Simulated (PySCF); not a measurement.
# Excitation energies in several basis sets

Compound: BClH5N.
InChI=1S/BClH5N/c2-1-3/h1H2,3H3

TDDFT with PBE0 (PySCF), vertical singlets, core orbitals frozen in the response, spherical d and f functions. Isolated species at its PBE0-D3(BJ)/def2-SVP geometry, gas phase.

```tsv
basis	functions	diffuse	S1 (eV)	S2 (eV)	S3 (eV)	S4 (eV)	S5 (eV)	LUMO (eV)	α (au)
6-31G*	56	no	6.76	7.57	8.56	8.75	8.87	0.94	31.4
6-31+G*	68	yes	5.44	6.22	6.85	7.20	7.43	-0.76	37.5
def2-SVP	71	no	6.21	7.01	8.04	8.14	8.44	0.46	31.9
def2-SVPD	107	yes	5.78	6.56	7.40	7.63	7.63	-0.43	43.9
aug-cc-pVDZ	118	yes	5.37	6.13	6.63	6.71	7.11	-0.92	44.1
def2-TZVP	129	no	5.92	6.71	7.59	7.82	8.07	-0.15	39.2
def2-TZVPD	165	yes	5.53	6.30	7.06	7.19	7.26	-0.70	44.7
aug-cc-pVTZ	257	yes	5.39	6.14	6.62	6.70	7.01	-0.92	44.8
```

How much do these states and the polarisability depend on the basis?

States are compared by their number. Against the largest diffuse basis here (aug-cc-pVTZ, itself not a converged limit), sets without diffuse functions differ by up to 1.37 eV in S1 and 1.86 eV in S5; the smaller diffuse sets differ by up to 0.39 and 0.62 eV. State by state, the largest deviation of a set without diffuse functions is S1 1.37, S2 1.43, S3 1.94, S4 2.05, S5 1.86 eV. The same number needn't mean the same state in each row. Against aug-cc-pVTZ the polarisability deviates by -30% in 6-31G*, -16% in 6-31+G*, -29% in def2-SVP, -2% in def2-SVPD, -2% in aug-cc-pVDZ, -12% in def2-TZVP, 0% in def2-TZVPD. A single + in a Pople set puts diffuse functions on heavy atoms only.

Without π bonds the low states are Rydberg-like; a valence basis with one diffuse set may place them up to an eV too high.
